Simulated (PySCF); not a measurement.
# BCl (BCl): the cost of one run

The runs use PySCF 2.14.0, with density-fitted response routines of our own; the level of theory stands in each step. All values are computed, except where a source is named. Atoms are numbered from 0 throughout.

## 1. Starting geometry

2 atoms, charge 0, multiplicity 1; geometry from: GFN2-xTB. The atoms were then displaced at random by about 0.01 Å, so the start is not that level's minimum.

Bonds of the start (Å): B0–Cl1 1.61.

## 2. Geometry optimisation at PBE0-D3(BJ)/def2-TZVP

Job settings and geometry (Å):

```
{"job": {"xc": "PBE0", "basis": "def2-TZVP", "d3": "d3bj", "grid": 2, "shake": 0.01, "kind": "geom"}, "charge": 0, "multiplicity": 1}
B      0.811190    -0.028080     0.000900
Cl    -0.793700    -0.000730    -0.013020
```

Started as:

```bash
$ OMP_NUM_THREADS=1 python probes_run.py task.json out
```

The driver reads the jobs from task.json and runs them one after another.

Q: Estimate the wall time and peak memory of this first job on 1 thread of Arm Neoverse N1, shared host.

About 6.5 s, with a peak of 0.29 GiB.
